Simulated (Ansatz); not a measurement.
Compare A (`C#CCOC=O`) with its isomer B (`O=C1C=CCO1`).

Calculated with Ansatz (gas phase, PBE0-D4/def2-TZVP geometries, no zero-point term in ΔE). CCSD(T)/CBS adds triple-zeta CCSD(T) − MP2 to the extrapolated MP2 energy (def2 sets, frozen cores). DFT in def2-TZVPP. B3LYP here is the variant with VWN-RPA as its local correlation; programs differ in this. One conformer a species, not always the lowest.

Task: Which isomer does CCSD(T)/CBS put lower? Give the gap. (Estimate.)

Result: Computed: B, by 166.9 kJ/mol.

Task: Give E(B) − E(A) in kJ/mol with B3LYP-D4, MP2/def2-TZVPP, CCSD/def2-TZVPP, B2PLYP, PBE0-D4, B3LYP, HF/def2-TZVPP. (Best estimate.)

Result: Ansatz gave: B3LYP-D4 -168.1, MP2/def2-TZVPP -163.7, CCSD/def2-TZVPP -165.6, B2PLYP -162.0, PBE0-D4 -195.2, B3LYP -164.4, HF/def2-TZVPP -162.5. None reverses the order clearly.

Largest T1 diagnostic: 0.015.

The D4 term adds −3.8 kJ/mol with B3LYP and −1.6 kJ/mol with PBE0; it sums over pairs of atoms, weighted by their polarisabilities, and B3LYP, whose exchange is more repulsive, gets the larger term. From PBE to PBE0 (25 % exact exchange), in def2-TZVPP and without D4, E(B) − E(A) moves by −10.3 kJ/mol.
